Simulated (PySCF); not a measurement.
Basis-set dependence of OH at CCSD

PySCF, UHF reference; doublet, unpaired electrons π ↑; De to H + O without counterpoise correction. Frozen cores follow the default of each basis and core potential.

```tsv
basis	relativity	functions	Re (Å)	ωe (cm⁻¹)	De (eV)	frozen orbitals
cc-pVDZ	no relativity	19	0.978	3725	4.06	1
def2-TZVP	no relativity	37	0.974	3733	4.31	1
pcseg-2	no relativity	44	0.968	3780	4.44	1
x2c-TZVPPall	spin-free X2C	45	0.968	3775	4.42	1
def2-TZVPPD	no relativity	57	0.969	3769	4.46	1
```

Task: How does each smaller set differ from the one with most functions, def2-TZVPPD?

Result: cc-pVDZ: +0.9 pm, -1.2 % in ωe, -0.40 eV in De; def2-TZVP: +0.5 pm, -1.0 % in ωe, -0.15 eV in De; pcseg-2: -0.1 pm, +0.3 % in ωe, -0.02 eV in De; x2c-TZVPPall: -0.1 pm, +0.2 % in ωe, -0.04 eV in De. All at CCSD; the set with most functions is neither the basis-set limit nor always the best. The rows treat relativity differently, so the differences are not basis effects alone.

Correlated steps freeze 1 core orbital. Correlated levels converge slowly with the basis: in double zeta they bind strong bonds too weakly, by up to about 1 eV, and carry superposition errors of some tenths. The state was picked by a PBE0 search and need not be the measured ground state.
